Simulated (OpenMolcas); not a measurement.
# S2F2 (Difluorodisulfane) at HF/3-21G

Aim: the vertical electron affinity of S2F2 (Difluorodisulfane) at HF/3-21G, from 2 runs. 

The calculation is run with OpenMolcas 26.06.

### Step 1. The molecule

S2F2 has 4 atoms, charge 0, and is taken as a singlet. As SMILES, `FSSF`. The shape is that of a GFN2-xTB optimisation.

Bond lengths: F1–S2 1.695 Å, S2–S3 1.921 Å, S3–F4 1.694 Å. Angles: F1–S2–S3 106.1°, S2–S3–F4 105.9°.

### Step 2. Energy and forces at HF/3-21G

job.input reads:

```
&GATEWAY
  BasLib = $CurrDir
  Coord
  4
  bohr
  F     -3.41537761    -0.41893338    -1.18648344
  S     -0.86766775     1.52215550    -1.17854659
  S      1.99475710    -0.57358857    -0.41158235
  F      2.28826936    -0.52961464     2.77661239
  Basis = 3-21G
  Group = NoSym

&SEWARD

&SCF
  PrOrbitals = 1 1

&ALASKA
```

The basis set 3-21G is read from a file made from the Basis Set Exchange's data (not shown).

Command:

```sh
$ export MOLCAS_MEM=1860
$ pymolcas job.input > job.log
```

Output:

```text
--- Start Module: gateway ---
[...]
--- Stop Module: gateway /rc=_RC_ALL_IS_WELL_ ---
[...]
      Basis functions           44
[...]
--- Start Module: scf ---
[...]
       Convergence after  11 Iterations
[...]
::    Total SCF energy                               -988.7967114746
[...]
      Total spin, S                                     0.0000000000
[...]
      Total electronic charge=   50.000000
      Total            charge=   -0.000000
[...]
      Dipole Moment (debye):
      Origin of the operator (angstrom)=    0.0759    0.0639   -0.1071
                   X=  1.0570E+00               Y=  8.8402E-01               Z= -1.4883E+00           Total=  2.0282E+00
      Quadrupole Moment (debye*angstrom):
[...]
--- Stop Module: scf /rc=_RC_ALL_IS_WELL_ ---
--- Start Module: alaska ---
[...]
 *              Molecular gradients               *
 **************************************************
  Irreducible representation: a
 ------------------------------------------------------------------------------------------
                              X                       Y                       Z
 ------------------------------------------------------------------------------------------
  F1               -1.10429962719607E-02   -1.96886983361466E-03   -1.84242678119917E-03
  S2                8.99674555424381E-02   -6.18876059221947E-02    1.95716433198658E-02
  S3               -8.42889780673701E-02    6.63192947113824E-02   -2.69743013756383E-02
  F4                5.36451879691757E-03   -2.46281895560108E-03    9.24508483697295E-03
 ------------------------------------------------------------------------------------------
--- Stop Module: alaska /rc=_RC_ALL_IS_WELL_ ---
[...]
```

Wall time 1.9 s (1 thread of Arm Neoverse V2, shared host); peak memory 0.38 GiB.

### Step 3. The doublet anion, same level

job.inp reads:

```
* F2S2 Hartree-Fock

&GATEWAY
 BASLIB=$CurrDir
 COORD
 4
 bohr
 F     -3.41537761    -0.41893338    -1.18648344
 S     -0.86766775     1.52215550    -1.17854659
 S      1.99475710    -0.57358857    -0.41158235
 F      2.28826936    -0.52961464     2.77661239
 BASIS=3-21G
 GROUP=NoSym

&SEWARD

&SCF
 UHF
 CHARGE=-1
 SPIN=2
 PRORBITALS=1 1

&ALASKA
```

The basis set 3-21G is read from a file made from the Basis Set Exchange's data (not shown).

Command:

```sh
$ export MOLCAS_MEM=1860
$ pymolcas job.inp > job.log
```

Output:

```text
--- Start Module: gateway ---
[...]
--- Stop Module: gateway /rc=_RC_ALL_IS_WELL_ ---
[...]
      Basis functions           44
[...]
--- Start Module: scf ---
[...]
       Convergence after  53 Iterations
[...]
::    Total SCF energy                               -988.7374516419
[...]
      Total spin, S                                     0.5350114508
[...]
      Total electronic charge=   51.000000
      Total            charge=   -1.000000
[...]
      Dipole Moment (debye):
      Origin of the operator (angstrom)=    0.0759    0.0639   -0.1071
                   X=  7.7651E-01               Y=  6.6750E-01               Z= -1.1154E+00           Total=  1.5142E+00
      Center of Charge (angstrom)
[...]
--- Stop Module: scf /rc=_RC_ALL_IS_WELL_ ---
[...]
--- Start Module: alaska ---
[...]
 *              Molecular gradients               *
 **************************************************
  Irreducible representation: a
 ------------------------------------------------------------------------------------------
                              X                       Y                       Z
 ------------------------------------------------------------------------------------------
  F1                8.61368312528086E-02    4.08907396485079E-02    2.02986188424434E-02
  S2                5.58514114231938E-02   -1.22159680203186E-01    3.15798165184420E-02
  S3               -1.05039208173137E-01    8.02512143458287E-02    4.06928339403727E-02
  F4               -3.69490345028636E-02    1.01772620885843E-03   -9.25712693012439E-02
 ------------------------------------------------------------------------------------------
--- Stop Module: alaska /rc=_RC_ALL_IS_WELL_ ---
[...]
```

It took 3.9 s on 1 thread of Arm Neoverse V2, shared host; peak memory 0.38 GiB.

### Step 4. Summary of results

Level: HF/3-21G.

| quantity | value |
| --- | --- |
| singlet S2F2: total energy | -988.79671 Eh |
| singlet S2F2: dipole moment | 2.03 D |
| singlet S2F2: HOMO energy | -11.94 eV |
| singlet S2F2: LUMO energy | 2.44 eV |
| singlet S2F2: HOMO–LUMO gap | 14.38 eV |
| singlet S2F2: largest force on an atom | 5.705 eV/Å |
| doublet anion: total energy | -988.73745 Eh |
| doublet anion: HOMO energy (highest over α and β) | 0.77 eV |
| doublet anion: LUMO energy (lowest over α and β) | 8.55 eV |
| doublet anion: ⟨S²⟩ | 0.821 |
| doublet anion: largest force on an atom | 7.112 eV/Å |
| vertical electron affinity (to the doublet anion) | -1.613 eV |

The anion lies 1.61 eV (156 kJ/mol) above the neutral: the electron isn't bound at this level, and such a value depends on the basis. Without diffuse functions anions come out too high. Hartree–Fock misses the correlation that binds many anions. The largest force (singlet S2F2) is 5.70 eV/Å: the shape isn't a stationary point for this species at this level. Mulliken charges (singlet S2F2) run from -0.42 on F4 to +0.42 on S3. Mulliken charges (doublet anion) run from -0.53 on F4 to +0.03 on S2. The HOMO (doublet anion) lies at positive energy, 0.77 eV: the electron is unbound at this level or held by a compact basis; values depend on the basis.
